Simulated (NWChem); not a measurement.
# AlHO2 (SMILES [O]=[Al][OH]) at 3 levels

We compute a comparison of 3 runs (M06-HF/pcseg-1, OPBE/pc-1, BHLYP/6-311G**) of AlHO2. 

The calculation is run with NWChem 7.3.0.

3 further runs of the same task are left out: 1 that didn't finish, 2 set aside as unsound or not needed.

### Step 1. Starting point

AlHO2 has 4 atoms, charge 0, and is taken as a singlet. SMILES: `[O]=[Al][OH]`. Geometry: a GFN2-xTB relaxation, a rough one for these elements and not checked as a minimum.

Bond lengths: O1–Al2 1.572 Å, Al2–O3 1.628 Å, O3–H4 0.949 Å. Angles: O1–Al2–O3 180.0°, Al2–O3–H4 179.6°.

### Step 2. Energy and one-electron properties at M06-HF/pcseg-1 (run 1)

Input file alho2.nw:

```
start alho2
title "AlHO2 properties"
memory 2200 mb
geometry units angstrom noautoz
 O     -1.605830    -1.403740    -0.651200
 Al    -0.474020    -0.415070    -0.191330
 O      0.698750     0.609040     0.285100
 H      1.381100     1.209770     0.557430
end
basis spherical bse
 * library pcseg-1
end
dft
 xc m06-hf
 grid medium
 mulliken
 print low
end
property
 electrondensity
 quadrupole
 efield
 dipole
 moldenfile
 molden_norm janpa
end
task dft property
```

Run with:

```bash
$ nwchem alho2.nw > alho2.out
```

Standard output:

```text
[...]
 Group name             Cs
[...]
 d= 0,ls=0.0,diis     1   -393.2163520221 -4.81D+02  3.44D-02  1.72D+00     0.8
[...]
 d= 0,ls=0.0,diis    12   -393.4174094317  9.08D-09  3.69D-06  1.96D-08     6.3
         Total DFT energy =     -393.417409431669
      One electron energy =     -719.678298145341
           Coulomb energy =      274.954213926531
    Exchange-Corr. energy =      -36.245682665271
 Nuclear repulsion energy =       87.552357452412
[...]
      Total Density - Mulliken Population Analysis
     ---------------------------------------------
    Atom       Charge   Shell Charges
 -----------   ------   -------------------------------------------------------
    1 O    8     8.69   2.00  0.89  0.94  2.83  2.02  0.01
    2 Al  13    11.96   2.00  1.99  0.60  0.01  5.99  0.97  0.14  0.27
    3 O    8     8.63   2.00  0.82  0.85  3.04  1.91  0.00
    4 H    1     0.72   0.65  0.02  0.05
[...]
   Dipole moment        6.2306685771 Debye(s)
             DMX       -0.0122756679 DMXEFC        0.0000000000
             DMY       -6.2306564843 DMYEFC        0.0000000000
             DMZ       -0.0000000000 DMZEFC        0.0000000000
   -EFC- dipole         0.0000000000 DEBYE(S)
   Total dipole         6.2306685771 DEBYE(S)
[...]
```

It took 7.2 s on 1 thread of AMD EPYC 7R43 (Zen 3), shared host; peak memory 0.1 GiB.

Atomic charges (e):

| atom | Mulliken | Löwdin |
| --- | --- | --- |
| O1 | -0.690 | -0.610 |
| Al2 | +1.040 | +0.800 |
| O3 | -0.630 | -0.370 |
| H4 | +0.280 | +0.180 |

### Step 3. The energy at OPBE/pc-1 (run 2)

Input file alho2.nw:

```
start alho2
title "AlHO2 OPBE"
memory total 2200 mb

geometry noautosym nocenter noautoz
 O       -1.605830      -1.403740      -0.651200
 Al      -0.474020      -0.415070      -0.191330
 O        0.698750       0.609040       0.285100
 H        1.381100       1.209770       0.557430
end

basis spherical
 * library pc-1
end

dft
 xc optx cpbe96
 grid fine
 convergence energy 1e-07
 direct
 mulliken
 print low
end

task dft energy
```

Run with:

```bash
$ nwchem alho2.nw > alho2.out
```

Standard output:

```text
[...]
 **** WARNING Zero Coefficient **** on atom "               O"
 angular momentum value: 0  standard basis set name: "pc-1"
 input line that generated warning:
   125:       0.230670E+04           0.539400E-02           0.000000E+00
[...]
 **** WARNING Zero Coefficient **** on atom "              Al"
 angular momentum value: 1  standard basis set name: "pc-1"
 input line that generated warning:
   243:       0.254360E+03           0.429030E-02           0.000000E+00
 **** WARNING Zero Coefficient **** on atom "              Al"
 angular momentum value: 1  standard basis set name: "pc-1"
 input line that generated warning:
   249:       0.209090E+00           0.000000E+00           0.490390E+00
[...]
 d= 0,ls=0.0,diis     1   -393.1417170576 -4.81D+02  6.99D-02  1.59D+00     1.1
[...]
 d= 0,ls=0.0,diis    11   -393.3371844234 -1.90D-08  4.62D-07  1.40D-09     7.8
         Total DFT energy =     -393.337184423357
      One electron energy =     -720.076961370511
           Coulomb energy =      275.362219939523
    Exchange-Corr. energy =      -36.174800278783
 Nuclear repulsion energy =       87.552357286413
[...]
      Total Density - Mulliken Population Analysis
     ---------------------------------------------
    Atom       Charge   Shell Charges
 -----------   ------   -------------------------------------------------------
    1 O    8     8.63   2.00  0.82  1.07  2.82  1.93  0.01
    2 Al  13    12.01   2.00  2.00  0.53  0.11  5.98  0.83  0.29  0.26
    3 O    8     8.57   2.00  0.76  0.96  3.02  1.84  0.00
    4 H    1     0.79   0.70  0.02  0.06
[...]
```

Wall time 8.7 s (1 thread of AMD EPYC 7R43 (Zen 3), shared host); peak memory 0.18 GiB.

### Step 4. A single-point energy at BHLYP/6-311G(d,p) (SMD water) (run 3)

Input file work.nw:

```
start work
title "AlHO2"
memory total 2200 mb
charge 0
geometry units angstroms noautoz
 O       -1.605830      -1.403740      -0.651200
 Al      -0.474020      -0.415070      -0.191330
 O        0.698750       0.609040       0.285100
 H        1.381100       1.209770       0.557430
end
basis spherical bse
 * library 6-311G**
end
cosmo
 do_cosmo_smd true
 solvent water
end
dft
 xc bhlyp
 grid xfine
 convergence energy 1e-07
end
task dft energy
```

Run with:

```bash
$ nwchem work.nw > work.out
```

Standard output:

```text
[...]
 Group name             Cs
[...]
          Wavefunction type:  closed shell.
          No. of atoms     :     4
          No. of electrons :    30
[...]
          Charge           :     0
          Spin multiplicity:     1
[...]
          AO basis - number of functions:    68
[...]
              XC Information
              --------------
                        BHLYP Method XC Functional
                     Hartree-Fock (Exact) Exchange  0.500
                        Slater Exchange Functional  0.500 local
                    Becke 1988 Exchange Functional  0.500 non-local
              Lee-Yang-Parr Correlation Functional  1.000
[...]
 d= 0,ls=0.0,diis     1   -393.2855227649 -4.81D+02  2.73D-02  1.60D+00     1.1
[...]
 d= 0,ls=0.0,diis     8   -393.5296793660 -4.80D-08  2.22D-06  6.41D-09    13.1
         Total DFT energy =     -393.529679365962
      One electron energy =     -720.273938667739
           Coulomb energy =      275.717663764492
    Exchange-Corr. energy =      -36.366313551492
 Nuclear repulsion energy =       87.552357452412
             COSMO energy =       -0.159448363636
[...]
```

It took 14 s on 1 thread of AMD EPYC 7R43 (Zen 3), shared host; peak memory 0.18 GiB.

### Step 5. All runs side by side

| run | level | task | integration grid | energy (Eh) | dipole moment (D) | wall time |
| --- | --- | --- | --- | --- | --- | --- |
| 1 | M06-HF/pcseg-1 | properties | medium | -393.417409 | 6.23 | 7.2 s |
| 2 | OPBE/pc-1 | energy | fine | -393.337184 | – | 8.7 s |
| 3 | BHLYP/6-311G** (SMD water) | energy | xfine | -393.529679 | 7.85 | 14 s |

### Step 6. Outcome

| quantity | value |
| --- | --- |
| run 3: total energy | -393.52968 Eh |
| run 3: dipole moment | 7.85 D |
| run 3: HOMO energy | -9.33 eV |
| run 3: LUMO energy | -0.38 eV |
| run 3: HOMO–LUMO gap | 8.95 eV |
| run 3: solvent term in the energy | -153.3 kJ/mol |

What this shows: Totals of different functionals can't be ranked against each other. All runs together took 30 s, the longest 14 s.
